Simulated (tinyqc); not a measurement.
Worked calculation: geometry optimisation on the unrestricted PBE/sto-6g surface (energies and gradients from PySCF), for H2O, spin multiplicity 3. One step of it, computed by the program tinyqc.

Task: Step 2: move. Quasi-Newton step p = -H^(-1) g (the inverse Hessian comes from BFGS updates; coordinates in the order x, y, z of each atom); steps longer than 0.5 bohr are cut back.

positions after step 1 (bohr):
```
            x          y          z
1O  -0.010148   0.001599  -0.208937
2H   0.122818   1.587117   1.298775
3H  -0.023851  -1.611394   1.243978
```

gradient (hartree/bohr):
```
              x            y            z
1O   0.00440908   0.00415158   0.10359281
2H  -0.00601366  -0.08304905  -0.05555215
3H   0.00160752   0.07889275  -0.04803902
```

inverse Hessian in use (bohr^2/hartree):
```
           1          2          3          4          5          6          7          8
1   1.666212   0.000487  -0.011729   0.000656   0.009257   0.005852  -0.000201  -0.009744
2   0.000487   1.666422   0.012246  -0.000692  -0.009706  -0.006231   0.000204   0.009950
3  -0.011729   0.012246   1.364662   0.016901   0.238394   0.150821  -0.005164  -0.250649
4   0.000656  -0.000692   0.016901   1.665721  -0.013340  -0.008437   0.000289   0.014033
5   0.009257  -0.009706   0.238394  -0.013340   1.478492  -0.119035   0.004077   0.197887
6   0.005852  -0.006231   0.150821  -0.008437  -0.119035   1.591400   0.002581   0.125271
7  -0.000201   0.000204  -0.005164   0.000289   0.004077   0.002581   1.666578  -0.004282
8  -0.009744   0.009950  -0.250649   0.014033   0.197887   0.125271  -0.004282   1.458822
9   0.005877  -0.006015   0.151195  -0.008464  -0.119366  -0.075559   0.002583   0.125386

           9
1   0.005877
2  -0.006015
3   0.151195
4  -0.008464
5  -0.119366
6  -0.075559
7   0.002583
8   0.125386
9   1.591026
```

Give: positions after step 2.

Result:

positions after step 2 (bohr):
```
         x       y       z
1O  -0.014  -0.009  -0.295
2H   0.128   1.657   1.348
3H  -0.025  -1.671   1.281
```
